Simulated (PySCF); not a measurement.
## Level sweep

Species: diethyl sulfide, C4H10S.
Structure used (PBE0-D3(BJ)/def2-SVP), in Å, numbered top down from 1:
```xyz
15
C4H10S angstrom
C     -1.985    0.276   -0.256
C     -0.865    1.190    0.203
S      0.191    0.506    1.512
C      0.974   -0.898    0.668
C      1.892   -0.522   -0.479
H     -2.614   -0.030    0.592
H     -2.622    0.785   -0.997
H     -1.596   -0.637   -0.732
H     -1.272    2.109    0.654
H     -0.237    1.513   -0.643
H      1.538   -1.399    1.470
H      0.199   -1.612    0.345
H      2.381   -1.418   -0.895
H      1.341   -0.039   -1.300
H      2.674    0.176   -0.143
```

PySCF, dipoles from the SCF density, polarisabilities from static response with core orbitals frozen. Geometry: PBE0-D3(BJ)/def2-SVP, one conformer, isolated molecule.

Reference polarisability: 10.549 Å³ (measured, gas; NIST CCCBDB Release 22 (SRD 101), experimental polarizabilities). The anisotropy is √(½[(α1 − α2)² + (α2 − α3)² + (α3 − α1)²]).

| level | μ (D) | α (Å³) | error (%) | anisotropy (Å³) |
| --- | --- | --- | --- | --- |
| LDA/def2-SVPD | 1.759 | 11.39 | +8.0 | 2.47 |
| PBE/def2-SVPD | 1.731 | 11.22 | +6.4 | 2.43 |
| B3LYP/def2-SVPD | 1.724 | 10.91 | +3.5 | 2.32 |
| PBE0/def2-SVPD | 1.784 | 10.79 | +2.3 | 2.30 |
| BHandHLYP/def2-SVPD | 1.775 | 10.54 | -0.1 | 2.23 |
| CAM-B3LYP/def2-SVPD | 1.756 | 10.72 | +1.6 | 2.23 |
| wB97X-D/def2-SVPD | 1.821 | 10.67 | +1.2 | 2.20 |
| LC-wPBE/def2-SVPD | 1.827 | 10.39 | -1.5 | 2.15 |
| HF/def2-SVPD | 1.883 | 10.20 | -3.3 | 2.13 |
| PBE0/6-31G* | 1.802 | 8.84 | -16.2 | 2.58 |
| PBE0/def2-SVP | 1.627 | 9.01 | -14.6 | 2.72 |
| PBE0/def2-TZVP | 1.649 | 10.29 | -2.4 | 2.70 |

For the polarisability, the smallest error is 0.1% (BHandHLYP/def2-SVPD) and the largest 16.2% (PBE0/6-31G*). The dipole runs from 1.63 D (PBE0/def2-SVP) to 1.88 D (HF/def2-SVPD). In one basis (def2-SVPD) the functionals order the polarisability from HF (lowest) to LDA (highest), a spread of 12%. With PBE0 the polarisability is 9.38 Å³ without diffuse functions (mean of 6-31G*, def2-SVP and def2-TZVP) and 10.79 Å³ with them (def2-SVPD). Measured values can belong to vibrating molecules and may average over conformers; the computed ones are for one fixed geometry.
